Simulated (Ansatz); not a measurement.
# BH4+ (singlet): from Hartree-Fock to the top rungs, cc-pVTZ

The task here is to estimate one member of a computed series from the others.

Program: Ansatz 0.2.0, Gaussian basis. Level of theory: cc-pVTZ, core rule «outside noble gas», up to 1 orbitals frozen. These are calculated values, not measurements.

To be run: UHF; CCSD(T) on RHF; BCCD(T) on RHF; CCSDT(Q) on RHF; CASSCF and NEVPT2, 6 electrons in 8 orbitals.

13 further runs of the same task are left out: 2 for a known fault of the program, 5 that didn't finish, 6 set aside as unsound or not needed.

### What is computed

The geometry is a PBE0/def2-TZVP stationary point (not a proven minimum).

5 atoms, charge 1, spin multiplicity 1.

Atoms are counted from 1 here; the program's logs count them from 0.

Bond lengths: B1–H2 1.210 Å, B1–H3 1.210 Å, B1–H4 1.210 Å, B1–H5 1.210 Å. Angles: H2–B1–H3 90.0°, H2–B1–H4 90.0°, H2–B1–H5 180.0°, H3–B1–H4 180.0°, H3–B1–H5 90.0°, H4–B1–H5 90.0°.

The first run:

Contents of in.yaml:

```yaml
crystal:
  periodic: [false, false, false]
  atoms:
    - {symbol: B, position_ang: [0.000000, 0.000000, 0.000000]}
    - {symbol: H, position_ang: [-0.015583, 0.861426, 0.849833]}
    - {symbol: H, position_ang: [-0.021323, -0.849967, 0.861171]}
    - {symbol: H, position_ang: [0.021323, 0.849967, -0.861171]}
    - {symbol: H, position_ang: [0.015583, -0.861426, -0.849833]}
basis:
  gaussian: {orbitals: cc-pVTZ}
total_charge: 1
magnetization: {spin_polarized: true, initial_magnetization: 0}
hamiltonian: {xc: hf}
output: {orbitals: {seedname: orbitals}}
```

Run with:

```bash
$ ansatz run in.yaml --threads 1 --pin off --events-out ev --progress --plain --max-ram 2393MiB
```

Steps of the session up to this table: UHF; CCSD(T) on RHF; BCCD(T) on RHF; CCSDT(Q) on RHF; CASSCF and NEVPT2, 6 electrons in 8 orbitals.

One of the session's tables, all rows but one given; the rest of the session is left out.

It belongs to the step «Misses and costs». 

```
        method  from RCCSDT(Q) (kJ/mol)
           RHF                   +416.1
          RMP2                    +74.9
         RCCSD                    +12.7
      RCCSD(T)                        ?
       BCCD(T)                     +2.0
        RCCSDT                     +0.5
     RCCSDT(Q)                        0
CASSCF valence                   +221.0
NEVPT2 valence                    +44.1
```

Estimate the missing values for RCCSD(T).

As computed: from RCCSDT(Q) (kJ/mol): +2.1. In the column «from RCCSDT(Q) (kJ/mol)» it lies between BCCD(T) (+2.0) and RCCSD (+12.7).
